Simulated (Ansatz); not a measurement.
# Redistribution: C2H2ClF + C3H7F → C2H2F2 + C3H7Cl

Species: C2H2ClF (1-chloro-2-fluoroethylene) `F/C=C/Cl`, singlet; C3H7F (2-fluoropropane) `CC(C)F`, singlet; C2H2F2 (1,2-difluoroethene) `F/C=C/F`, singlet; C3H7Cl (2-chloropropane) `CC(C)Cl`, singlet. The partners trade Cl for F; both sit on C, so the bond types are kept.

Shapes, held fixed at every level: PBE0-D4/def2-TZVP. Programs: Ansatz 0.2.0. The zero-point and thermal change to 298 K, harmonic and unscaled (PBE0-D4/def2-TZVP), is +0.5 kJ/mol.

Estimate ΔH(298 K) of this reaction.

The highest level, CCSD(T)/CBS estimate, gives ΔH(298 K) = +14.6 kJ/mol; the levels span +12.0 to +15.3. The column of differences is taken from that level and isn't an error. No measured value is set beside it here. The CBS estimate extrapolates MP2 from def2-TZVPP and def2-QZVPP and adds CCSD(T) − MP2 in the triple-zeta set, cores frozen. Times are processor times on shared x86 and Arm servers, and rough.

```tsv
level	kind	ΔH(298 K) (kJ/mol)	less CCSD(T)/CBS estimate	CPU time (sum over the molecules)
B3LYP-D4/def2-TZVPP	global hybrid	+14.9	+0.3	29 s
BHLYP-D4/def2-TZVPP	global hybrid	+15.3	+0.7	19 s
wB97M-V/def2-TZVPP	range-separated hybrid	+14.8	+0.2	69 s
MP2/def2-SVP	perturbation theory	+12.0	-2.6	–
CCSD(T)/def2-SVP	coupled cluster or CI	+12.0	-2.6	22 s
CCSD(T)/def2-TZVPP	coupled cluster or CI	+14.5	-0.1	17 min
CCSD/def2-TZVPP	coupled cluster or CI	+15.1	+0.5	–
CCSD(T)/CBS estimate	coupled cluster or CI	+14.6	0.0	20 min
```
